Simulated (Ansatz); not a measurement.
**Structure relaxation of BaSc2**

Method: Ansatz, DFT PBE, scalar-relativistic, plane waves, PAW. Cutoff 420 eV, Γ-centred k mesh, Gaussian smearing, no spin polarisation in the final step.

The start puts BaSc2 on the CaCl2 structure type (Pnnm, No. 58), with Ba in place of Ca, Sc in place of Cl, at a guessed volume.

```
CELL_PARAMETERS angstrom
6.14136 0.00000 0.00000
0.00000 6.32836 0.00000
0.00000 0.00000 4.13361
ATOMIC_POSITIONS crystal
Ba 0.50000 0.50000 0.50000
Ba 0.00000 0.00000 0.00000
Sc 0.22500 0.82500 0.50000
Sc 0.72500 0.67500 0.00000
Sc 0.77500 0.17500 0.50000
Sc 0.27500 0.32500 0.00000
```

Cell and atoms relax at zero pressure; the relaxation can't lower the symmetry of the start. After a coarse first stage the cell is made exact in the group found at 0.06 Å.

Formation energies are uncorrected and refer to the elements' standard structures at the same level.

Task: What does it relax into?

Result: It ends in I4/mmm (No. 139). The result has the MoSi2 (C11b) structure. Conventional cell: a = 3.900 Å, c = 13.289 Å. Ba has 8 Sc at 3.76 Å, 4 Ba at 3.90 Å and 2 Sc at 4.10 Å; around Sc lie 4 Sc at 3.16 Å, 4 Ba at 3.76 Å, 4 Sc at 3.90 Å and 1 Ba at 4.10 Å.

```xyz
3
Lattice="-1.9502 1.9502 6.6443 1.9502 -1.9502 6.6443 1.9502 1.9502 -6.6443" Properties=species:S:1:pos:R:3 pbc="T T T"
Ba    0.0000    0.0000    0.0000
Sc    0.0000    0.0000    4.0953
Sc    0.0000    0.0000    9.1933
```

Task: What are its volume, energy, density and gap?

Result: The volume per atom is 33.69 Å³. The density is 3.73 g/cm³ and the energy over the elements is 0.31 eV/atom. The gap on the 16×16×16 mesh is 0 eV (a metal).

The final run used a 16×16×16 mesh on its 3-atom cell and 0.10 eV smearing. The k mesh leaves about 4 meV/atom of noise in metals. A structure relaxed within its symmetry needn't be a true minimum.

Cost: 4 runs of about 20 core-minutes in all, on AMD EPYC 7R43 (Zen 3) (shared hosts).